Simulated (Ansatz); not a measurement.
Species: C4H3S, charge -1, multiplicity 1. It need not be the lowest isomer of its formula. Whether it binds its extra electron was not tested at this geometry. 
Structure (B3LYP-D3(BJ)/def2-TZVP (Ansatz, a program for electronic structure) minimum search):
```
C
C 1 1.3733
H 2 1.0825 1 128.38
H 1 1.0893 2 119.77 3 0.00
C 1 1.4454 4 122.97 2 -180.00
C 5 1.3584 1 107.23 4 180.00
H 6 1.0835 5 130.46 1 -180.00
S 2 1.7222 3 120.14 1 -180.00
```
Charge -1, spin multiplicity 1.

Total electronic energies in hartree. Correlated levels leave the core frozen unless marked. Spin-orbit coupling is left out. No relativistic terms. 

The Hartree-Fock reference is unstable (checked in the largest basis), which strains HF and MP2. 

```tsv
level	program	energy (Eh)
PBE-D4/def2-TZVPD	Ansatz + dftd4	?
revPBE-D3(BJ)/def2-TZVPD	Ansatz + dftd3	-552.35521
revPBE/def2-TZVPD	Ansatz	-552.33514
PBE0/6-31G*	Ansatz	-552.00493
HSE06-D4/def2-TZVPD	Ansatz + dftd4	?
B2GP-PLYP/def2-TZVPD	Ansatz	?
PBE-QIDH/def2-TZVPD	Ansatz	-551.99783
CCSD/cc-pV(T+d)Z	Ansatz	-551.56851
```

**Question.** What belongs in the gaps?

**Answer.** 
- PBE-D4/def2-TZVPD, energy (Eh): -552.08790
- HSE06-D4/def2-TZVPD, energy (Eh): -552.10624
- B2GP-PLYP/def2-TZVPD, energy (Eh): -552.09757
